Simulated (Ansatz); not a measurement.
# CH3OSi+ (SMILES C[Si+]=O): one structure at several levels

An exercise on one series of results from a longer session: the logs are not shown, and one member is left open.

Method: single points in def2-TZVPP; program: Ansatz 0.2.0, Gaussian basis.

Correlated methods freeze the cores. B3LYP uses VWN-RPA correlation.

## Starting geometry

6 atoms, charge 1, spin multiplicity 1.

Atoms are counted from 1 here; the program's logs count them from 0.

Bond lengths: C1–Si2 1.828 Å, C1–H4 1.144 Å, C1–H5 1.108 Å, C1–H6 1.106 Å, Si2–O3 1.488 Å. Angles: Si2–C1–H4 111.3°, Si2–C1–H5 112.1°, Si2–C1–H6 111.5°, H4–C1–H5 107.0°, H4–C1–H6 106.1°, H5–C1–H6 108.5°, C1–Si2–O3 178.8°.

Coordinates:

```xyz
6

C    -0.3730    0.4581   -0.2786
Si    0.6764   -0.8287    0.4850
O     1.5089   -1.8807    1.1284
H     0.1661    1.4660   -0.3173
H    -1.3155    0.6157    0.2830
H    -0.6268    0.2057   -1.3255
```

Set-up of the first run:

Input file run/in.yaml:

```yaml
crystal:
  periodic: [false, false, false]
  atoms:
    - {symbol: C, position_ang: [-0.373000, 0.458100, -0.278600]}
    - {symbol: Si, position_ang: [0.676400, -0.828700, 0.485000]}
    - {symbol: O, position_ang: [1.508900, -1.880700, 1.128400]}
    - {symbol: H, position_ang: [0.166100, 1.466000, -0.317300]}
    - {symbol: H, position_ang: [-1.315500, 0.615700, 0.283000]}
    - {symbol: H, position_ang: [-0.626800, 0.205700, -1.325500]}
basis:
  gaussian: {orbitals: def2-TZVPP}
total_charge: 1
correlation: {method: ccsd_t}
output: {forces: true}
```

No record of the launch command was kept for these runs.

Among the steps run: CCSD(T)/def2-TZVPP; PBE0-D4/def2-TZVPP; wB97M-V/def2-TZVPP; r2SCAN-D4/def2-TZVPP; PBE-D4/def2-TZVPP; B3LYP-D4/def2-TZVPP; SPW92/def2-TZVPP.

One of the session's tables, all rows but one given; the rest of the session is left out.

```
   method  RMS force component (eV/Å)  angle to CCSD(T) forces (°)
  CCSD(T)                       0.678                    reference
  PBE0-D4                           ?                            ?
  wB97M-V                       0.568                         27.5
r2SCAN-D4                       0.575                          9.7
   PBE-D4                       0.670                         17.1
 B3LYP-D4                       0.577                         17.7
    SPW92                       0.505                         24.6
```

**Question.** Estimate the row for PBE0-D4.

The run gave: RMS force component (eV/Å): 0.541; angle to CCSD(T) forces (°): 24.1. In the column «RMS force component (eV/Å)» it lies between SPW92 (0.505) and wB97M-V (0.568).
